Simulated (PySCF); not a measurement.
Species: 3,3-dimethyl-1-butene, C₆H₁₂.
InChI=1S/C6H12/c1-5-6(2,3)4/h5H,1H2,2-4H3

Computed geometry: GFN2-xTB, gas phase.

Take the most abundant isotopes and a rigid rotor. 

Problem. What are A, B and C (cm⁻¹)?

Solution. Ia = 113.85, Ib = 186.10, Ic = 189.91 u·Å²; 505379 MHz·u·Å²/I gives 4439, 2716 and 2661 MHz, that is A = 0.14806, B = 0.09058, C = 0.08877 cm⁻¹.

Problem. What kind of rotor is it?

Solution. A near-prolate asymmetric top: κ = (2 × 2716 − 4439 − 2661)/(4439 − 2661) = -0.94.

Problem. What does the inertial defect say?

Solution. Not planar: Δ = Ic − Ia − Ib = -110.05 u·Å². For a rigid frame Δ = −2 Σ m c², so Σ m c² = 55.02 u·Å² lies off the ab plane: 17.40 from hydrogen and 37.63 from heavier atoms. The atom farthest from that plane is 2.15 Å away.

Problem. Give the other two planar moments, Paa and Pbb, and the rms extents of the mass along the axes.

Solution. Paa = Σ m a² = (Ib + Ic − Ia)/2 = 131.08 and Pbb = Σ m b² = (Ia + Ic − Ib)/2 = 58.83 u·Å². With the mass M = 84.09 u, the rms extents √(P/M) along a, b and c are 1.25, 0.84, 0.81 Å.

Problem. Estimate the classical rotational partition function at 10 K, 50 K and 200 K.

Solution. Point group Cs, symmetry number σ = 1; q = (√π/σ)·√((kT/h)³/(ABC)), k/h = 20836.6 MHz/K: 941 at 10 K, 10500 at 50 K, 84200 at 200 K.

No frequency check. These are rigid-rotor constants of the computed structure; measured ground-state constants (B0) also hold zero-point vibration.

Shape of the structure used: `[CH2:1]=[CH:2][C:3]([CH3:4])([CH3:5])[CH3:6]`: C1–C2–C3–C4 121°.
